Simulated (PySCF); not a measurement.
# Removal energies of F⁻ from EOM-IP-GCCSD

Reference: closed-shell F⁻, [Ne]; one electron is removed. Calculated with PySCF 2.14, two-component X2C-1e with screened spin-orbit coupling, x2c-TZVPPall-2c with one added diffuse shell each of s, p, d type (6s4p3d1f, 40 functions); frozen nothing; all 70 virtual spinors kept. No Breit or QED terms. Binding energies in eV.

```
level  Koopmans  second order  EOM-CCSD  experiment
1s1/2    703.59        659.46    683.47         n/a
2s1/2    29.320        20.232    24.808         n/a
2p1/2     4.964         0.315     3.313       3.451
2p3/2     4.883         0.285     3.255       3.401
```

In EOM-CCSD the overlap with the one-orbital guess is low for 1s1/2 (weight 0.85), 2s1/2 (weight 0.88). That can mean mixing with two-hole, one-particle states, where second order and EOM-CCSD lose accuracy, or only a rotation among the degenerate components of the shell; the terms of those configurations are not listed.

The screened spin-orbit operator tends to give fine-structure splittings of light species too large.

Where second order misses EOM-CCSD by more than 1 eV, it overshoots the relaxation and correlation of that hole or particle, which higher orders damp.
